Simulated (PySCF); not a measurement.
NO, SMILES [N]=O (connectivity only; charge and spin as stated), charge +1, multiplicity 1.

Geometry optimised at PBE-D3(BJ)/def2-TZVPD.

Two levels are set side by side: TDA-PBE/def2-TZVPD (PySCF) and TDA-LC-ωPBE/def2-TZVPD (PySCF). Vertical, same geometry. The lowest singlet is HOMO→LUMO+1 97 % with PBE and HOMO→LUMO 98 % with the other functional; states are paired by order. Differences are taken from unrounded values.

```tsv
quantity	TDA-LC-ωPBE
lowest singlet excitation (eV)	10.14
lowest triplet excitation (TDA) (eV)	7.54
first bright state (f over 0.05) (eV)	16.18
its oscillator strength	0.17
```

What does TDA-PBE give, and how far is it from TDA-LC-ωPBE? (Estimate from the structure and the level; the computed values follow.)


```json
[
 {"quantity": "lowest singlet excitation (eV)", "TDA-PBE": "9.89", "TDA-PBE minus TDA-LC-ωPBE": "-0.25"},
 {"quantity": "lowest triplet excitation (TDA) (eV)", "TDA-PBE": "7.35", "TDA-PBE minus TDA-LC-ωPBE": "-0.19"},
 {"quantity": "first bright state (f over 0.05) (eV)", "TDA-PBE": "15.63", "TDA-PBE minus TDA-LC-ωPBE": "-0.55"},
 {"quantity": "its oscillator strength", "TDA-PBE": "0.16", "TDA-PBE minus TDA-LC-ωPBE": "-0.01"}
]
```

Rough cost on one machine, each run with all the roots and properties that it gave: TDA-LC-ωPBE against TDA-PBE within a factor of 2.
